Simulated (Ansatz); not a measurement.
Born–Oppenheimer molecular dynamics of AlClH5P (8 atoms, charge 0, multiplicity 1). It starts at the highest image of a converged band. Of that band: The profile has 2 maxima (images 2, 5) with wells between them (image 4): this band takes more than one step, which may be the mechanism or a detour left from its start path. Neighbouring images differ by up to 1.3 eV, so the band resolves the path poorly. A vibrational analysis at the climbing image gives one clearly imaginary mode, 890i cm⁻¹: a first-order saddle point.

Method: Ansatz, RKS PBE/def2-SVP.

```yaml
ensemble: NVE (velocity Verlet)
time_step: 0.5 fs
steps_asked: 200
starting_velocities_drawn_for: 100 K
seed: 5899
```

Frames 5 fs apart, positions in Å, forces in eV/Å.

Velocities at 35 fs (Å/ps):

```
Al 0.42 0.36 -2.44
Cl -0.07 -0.29 1.58
H -7.19 -20.69 -0.73
H -10.29 -10.24 1.56
P 0.38 -2.50 1.28
H -28.77 31.59 -52.53
H 52.14 29.09 -11.79
H -26.37 47.55 33.63
```

```xyz
8
Properties=species:S:1:pos:R:3:forces:R:3 time_fs=35 energy_less_start_eV=-0.632 T=914
Al 0.072 -0.127 0.171 0.20 0.41 0.13
Cl 0.611 0.715 2.097 -0.05 -0.18 -0.27
H 1.246 -0.281 -0.910 -0.04 0.01 0.05
H -1.465 -0.023 -0.226 -0.08 -0.06 -0.01
P 0.134 -2.600 0.881 0.32 -2.37 1.01
H -0.224 -3.876 0.329 -0.57 0.37 -1.02
H 1.244 -3.433 1.267 0.97 0.89 -0.31
H -0.316 -3.272 2.071 -0.74 0.93 0.42
8
Properties=species:S:1:pos:R:3:forces:R:3 time_fs=40 energy_less_start_eV=-1.142 T=1571
Al 0.074 -0.124 0.160 -0.37 -0.26 0.42
Cl 0.610 0.713 2.104 -0.04 -0.13 -0.39
H 1.215 -0.377 -0.917 0.15 0.19 -0.13
H -1.507 -0.076 -0.217 0.30 0.09 0.04
P 0.139 -2.621 0.892 0.50 -0.79 0.77
H -0.406 -3.670 0.006 0.32 0.47 0.69
H 1.512 -3.181 1.163 -1.28 0.39 -0.27
H -0.486 -2.945 2.212 0.42 0.04 -1.13
8
Properties=species:S:1:pos:R:3:forces:R:3 time_fs=45 energy_less_start_eV=-0.577 T=844
Al 0.073 -0.123 0.152 0.00 -0.73 0.44
Cl 0.610 0.710 2.108 -0.02 -0.07 -0.43
H 1.211 -0.427 -0.947 0.01 0.36 0.01
H -1.492 -0.109 -0.202 0.03 0.22 -0.06
P 0.145 -2.647 0.908 -0.77 1.98 -1.19
H -0.523 -3.372 -0.180 0.62 -0.16 1.11
H 1.546 -2.851 1.006 -0.23 -0.78 0.29
H -0.582 -2.610 2.140 0.35 -0.82 -0.16
8
Properties=species:S:1:pos:R:3:forces:R:3 time_fs=50 energy_less_start_eV=-0.072 T=194
Al 0.073 -0.129 0.148 0.37 -0.50 0.42
Cl 0.609 0.707 2.110 -0.02 -0.07 -0.47
H 1.211 -0.396 -0.975 -0.08 0.33 0.13
H -1.470 -0.092 -0.201 -0.25 0.19 -0.12
P 0.148 -2.660 0.917 0.11 1.91 -0.24
H -0.529 -3.119 -0.165 -0.50 -0.96 -0.93
H 1.530 -2.671 0.903 0.55 -0.54 0.31
H -0.612 -2.437 2.041 -0.18 -0.37 0.90
8
Properties=species:S:1:pos:R:3:forces:R:3 time_fs=55 energy_less_start_eV=-0.014 T=118
Al 0.075 -0.139 0.148 -0.18 -0.13 0.46
Cl 0.608 0.703 2.108 -0.02 -0.09 -0.41
H 1.199 -0.288 -0.980 0.09 0.15 -0.02
H -1.492 -0.031 -0.224 0.12 0.07 0.00
P 0.149 -2.658 0.922 -0.38 1.15 -0.63
H -0.586 -3.050 -0.258 0.52 -0.23 0.72
H 1.592 -2.627 0.877 -0.80 -0.42 0.29
H -0.646 -2.373 2.092 0.64 -0.50 -0.41
8
Properties=species:S:1:pos:R:3:forces:R:3 time_fs=60 energy_less_start_eV=-0.156 T=302
Al 0.075 -0.149 0.152 -0.28 0.22 0.33
Cl 0.606 0.698 2.103 -0.01 -0.11 -0.27
H 1.203 -0.144 -0.985 0.07 -0.04 0.01
H -1.490 0.044 -0.249 0.24 -0.11 0.07
P 0.148 -2.647 0.923 -0.70 1.56 -1.15
H -0.556 -3.061 -0.236 0.18 -0.54 0.38
H 1.529 -2.688 0.918 0.60 -0.55 0.21
H -0.565 -2.421 2.097 -0.10 -0.43 0.43
8
Properties=species:S:1:pos:R:3:forces:R:3 time_fs=65 energy_less_start_eV=-0.599 T=872
Al 0.074 -0.159 0.160 0.32 0.38 0.12
Cl 0.605 0.693 2.097 0.00 -0.12 -0.08
H 1.220 -0.011 -0.984 -0.11 -0.24 0.18
H -1.443 0.096 -0.261 -0.18 -0.19 -0.01
P 0.144 -2.622 0.916 0.84 2.75 -0.14
H -0.500 -3.222 -0.146 -0.38 -1.25 -0.22
H 1.543 -2.882 1.009 -0.40 -0.62 0.10
H -0.489 -2.584 2.177 -0.10 -0.72 0.03
8
Properties=species:S:1:pos:R:3:forces:R:3 time_fs=70 energy_less_start_eV=-1.018 T=1412
Al 0.075 -0.164 0.168 0.24 0.80 -0.02
Cl 0.604 0.687 2.090 0.00 -0.17 0.07
H 1.217 0.067 -0.946 0.00 -0.37 0.06
H -1.431 0.102 -0.272 -0.23 -0.28 0.02
P 0.144 -2.580 0.907 0.05 -1.40 -0.01
H -0.491 -3.602 -0.049 0.68 0.92 1.31
H 1.483 -3.198 1.119 -1.01 0.40 -0.23
H -0.432 -2.890 2.250 0.28 0.10 -1.19
8
Properties=species:S:1:pos:R:3:forces:R:3 time_fs=75 energy_less_start_eV=-0.662 T=952
Al 0.078 -0.162 0.175 -0.39 1.15 -0.16
Cl 0.603 0.680 2.083 -0.01 -0.14 0.19
H 1.218 0.060 -0.898 0.22 -0.35 -0.20
H -1.464 0.044 -0.275 0.15 -0.32 0.14
P 0.144 -2.548 0.898 -0.17 -3.18 0.38
H -0.361 -3.806 0.290 -0.19 1.14 -0.46
H 1.236 -3.435 1.182 0.90 0.75 -0.26
H -0.335 -3.172 2.098 -0.53 0.95 0.37
8
Properties=species:S:1:pos:R:3:forces:R:3 time_fs=80 energy_less_start_eV=-0.122 T=258
Al 0.078 -0.151 0.182 -0.18 0.89 -0.48
Cl 0.602 0.672 2.078 0.01 0.01 0.32
H 1.260 -0.029 -0.888 -0.02 -0.25 -0.04
H -1.472 -0.087 -0.249 0.11 -0.13 0.08
P 0.145 -2.537 0.893 0.55 -2.00 1.12
H -0.286 -3.803 0.514 -1.18 -0.62 -2.03
H 1.173 -3.497 1.187 1.30 0.93 -0.11
H -0.351 -3.245 2.024 -0.61 1.18 1.14
8
Properties=species:S:1:pos:R:3:forces:R:3 time_fs=85 energy_less_start_eV=-0.908 T=1269
Al 0.077 -0.132 0.184 0.25 -0.04 -0.71
Cl 0.601 0.664 2.075 0.07 0.21 0.47
H 1.298 -0.175 -0.887 -0.28 0.02 0.13
H -1.459 -0.247 -0.205 -0.16 0.16 -0.06
P 0.148 -2.545 0.895 -0.22 -3.62 1.18
H -0.429 -3.830 0.335 0.28 1.41 -0.25
H 1.374 -3.339 1.161 -0.43 0.89 -0.10
H -0.484 -3.041 2.162 0.50 0.96 -0.66
8
Properties=species:S:1:pos:R:3:forces:R:3 time_fs=90 energy_less_start_eV=-0.997 T=1384
Al 0.077 -0.114 0.180 -0.20 -1.09 -0.58
Cl 0.600 0.657 2.075 0.12 0.39 0.57
H 1.278 -0.317 -0.865 -0.07 0.32 -0.11
H -1.474 -0.368 -0.172 0.00 0.47 -0.08
P 0.150 -2.577 0.906 -0.43 0.54 -0.37
H -0.530 -3.594 0.077 0.65 0.35 0.76
H 1.510 -3.001 1.119 -0.50 -0.49 0.19
H -0.525 -2.636 2.189 0.42 -0.48 -0.38
```

Of the whole run (100 fs, mean temperature of the second half 711 K): The conserved energy stayed within 0.22 meV per atom of its start (net change 0.045 meV per atom), so the integration is sound. The kinetic energy rose, since the run started high on the potential surface and went downhill. A run of 0.1 ps of so small a system gives no equilibrium averages. The orbitals stay closed-shell, which can raise the energy where a bond breaks towards radicals; this wasn't checked here.

Time of the run: 7.2 min on 1 thread of Arm Neoverse V1 (shared host), peak memory 0.15 GiB.
